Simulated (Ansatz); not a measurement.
# Worked example: the interaction energy

The pair of H$_{2}$S (SMILES S, atoms 1–3) and HCN (SMILES C#N, atoms 4–6), both closed shells, in one local arrangement (a lower one may exist), relaxed at PBE0-D4/def2-TZVP:

```xyz
6
angstrom
S 0.0707 -0.4489 -2.5927
H 0.0385 0.8758 -2.7994
H 0.0379 -0.3010 -1.2569
C -0.0496 -0.0416 2.2415
N -0.0215 -0.0536 1.0973
H -0.0760 -0.0307 3.3102
```

Both fragments are computed in the basis of the whole pair.

Program: Ansatz 0.2.0. Basis: def2-TZVPPD and def2-QZVPPD. Cores are frozen in the correlated methods.

Energies in eV:

| quantity | pair | first fragment | second fragment |
| --- | --- | --- | --- |
| Hartree–Fock, triple zeta (X = 3) | -13377.73435 | -10849.41077 | -2528.28638 |
| Hartree–Fock, quadruple zeta (X = 4) | -13378.13430 | -10849.71144 | -2528.38620 |
| MP2 correlation, X = 3 | -14.66099 | -5.24179 | -9.35635 |
| MP2 correlation, X = 4 | -15.65798 | -5.65032 | -9.94006 |
| CCSD(T) correlation, X = 3 | -16.13907 | -6.12627 | -9.96322 |

Problem. Work out the interaction energy at the basis limit: extrapolate Hartree–Fock as E(X) = E∞ + A exp(−7.88 √X) and the MP2 correlation as E(X) = E∞ + B X^−2.97 (the exponents that Neese and Valeev fitted for def2-TZVPP and QZVPP, reused here for the diffuse sets), then add CCSD(T) − MP2 in triple zeta.

Solution. Each step is linear, so take the differences first (pair − first fragment − second fragment): Hartree–Fock -0.03720 (X = 3) and -0.03666 (X = 4); MP2 correlation -0.06285 and -0.06760; CCSD(T) correlation -0.04958.
Two points give E∞ = E(4) + w [E(4) − E(3)], with w = 1/(exp(7.88 (2 − √3)) − 1) = 0.1377 for Hartree–Fock and w = 1/((4/3)^2.97 − 1) = 0.7407 for the correlation.
Hartree–Fock: -0.03666 + 0.1377 × 0.00054 = -0.0366 eV.
MP2 correlation: -0.06760 + 0.7407 × (-0.00475) = -0.0711 eV.
CCSD(T) − MP2: -0.04958 − (-0.06285) = 0.0133 eV.
Sum: -0.0366 + (-0.0711) + 0.0133 = -0.0944 eV, or -2.18 kcal/mol. Plain CCSD(T) in triple zeta gives -0.0868 eV, so the larger basis shifts the result by -0.0076 eV.

T1 diagnostic: at most 0.015.

For scale, one of the runs: CCSD(T)/def2-TZVPPD, 176 basis functions, launched by `ansatz run in.yaml --threads 2 --pin off --events-out ev --progress --plain --max-ram 5222MiB`. Hardware: 2 CPU threads of an Arm Neoverse V1, shared host. Wall time 24 s; peak host memory 1.5 GiB.
